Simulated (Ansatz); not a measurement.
We consider antiferromagnetic (type II) rock-salt MnS, described by PBEsol in Ansatz (plane waves, PAW).

Numerical settings: plane-wave cutoff 520 eV, 10×10×10 k mesh, Fermi–Dirac smearing 0.01 eV, spin-polarised with opposed moments, scalar-relativistic PAW data made under PBE.

Energies at three volumes about the minimum:

```tsv
V (Å³/atom)	E − E_lowest (meV/atom)
15.602	1.70
15.921	0.00
16.239	1.63
```

Question: Fit a parabola by hand: where is the minimum, and what is the bulk modulus?

Answer: Slopes: (0.00 − 1.70)/(15.921 − 15.602) = -5.329 and (1.63 − 0.00)/(16.239 − 15.921) = 5.126 meV/Å³. Curvature E″ = 2 × (5.126 − (-5.329))/(16.239 − 15.602) = 32.826 meV/Å⁶. From the middle of the first interval, the slope vanishes at V0 = 15.7615 − (-5.329)/32.826 = 15.924 Å³/atom. B = V0 E″ = 15.924 × 32.826 meV/Å³ × 0.1602 GPa per meV/Å³ = 83.7 GPa. The full Birch–Murnaghan fit to all volumes gives V0 = 15.920 Å³/atom and B0 = 83.7 GPa.

Shape and atoms are relaxed at each volume.

Measured, for comparison: bulk modulus 75 ± 2 GPa (room temperature, no zero-point or thermal correction, our sources range from 72.0 to 88.0; as tabulated in Sweeney, Heinz, compression of alpha-MnS (alabandite), Phys. Chem. Miner. 20 …); equilibrium volume per atom 17.57 Å³/atom (4 K, zero-point motion not removed; as tabulated in PSI, practical course at SINQ: magnetic order in MnS). Computed (rounded) less measured: bulk modulus not scored (sources differ), equilibrium volume per atom -9.4 %.

Note: the bulk modulus comes from volumes at which shape and atoms were relaxed.

Ansatz is a program for electronic structure.
